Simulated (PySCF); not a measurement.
## Other spins and charges of GaH⁻, doublet at one geometry

Geometry (PBE0/def2-TZVPD stationary point for this spin):

```xyz
2

Ga    0.0000    0.0000    0.0000
H     0.0000    0.0000    1.7244
```

Basis aug-cc-pVDZ; PySCF 2.14.0. Only valence electrons are correlated (noble-gas cores and the filled d shells of p-block atoms frozen). R marks a restricted (for open shells ROHF) determinant. No spin–orbit coupling is included, and no scalar relativity.

Gaps are energies of the second state less the first, at fixed atoms, for a selection of the levels run; mean-field and cluster levels share one orbital occupation for each state, and full CI takes the lowest of the symmetries tried.

The highest occupied Kohn–Sham level of the anion is positive, up to +1.52 eV, so in those functionals the extra electron is held by the basis alone, which enters their differences from the reference.

PBE gives 0.276 eV for removing an electron, to the singlet. Estimate what full CI gives in aug-cc-pVDZ.

Full CI in aug-cc-pVDZ gives 0.059 eV, so against it PBE is off by 0.217 eV, of which a good part can be the reference's own basis and frozen-core error.

```json
{"level": "RHF", "gap (eV)": "-0.270", "error (meV)": "-329"}
{"level": "RMP2", "gap (eV)": "0.010", "error (meV)": "-49"}
{"level": "RCCSD", "gap (eV)": "0.017", "error (meV)": "-42"}
{"level": "RCCSD(T)", "gap (eV)": "0.048", "error (meV)": "-11"}
{"level": "RCCSDT", "gap (eV)": "0.058", "error (meV)": "-1"}
{"level": "r2SCAN", "gap (eV)": "0.333", "error (meV)": "274"}
{"level": "PBE0", "gap (eV)": "0.240", "error (meV)": "181"}
{"level": "B3LYP", "gap (eV)": "0.249", "error (meV)": "190"}
{"level": "wB97M-V", "gap (eV)": "0.085", "error (meV)": "26"}
{"level": "B2PLYP", "gap (eV)": "0.094", "error (meV)": "35"}
```

Wrong sign: RHF.

In so small a basis the reference is far from its limit while semilocal and hybrid functionals are nearer theirs (RPA and double hybrids share part of the reference's basis error), so the functionals' errors here hold much of the reference's basis and frozen-core error, which can add to them or hide them.

Full CI is exact within this basis and frozen core; it isn't the basis-set limit.
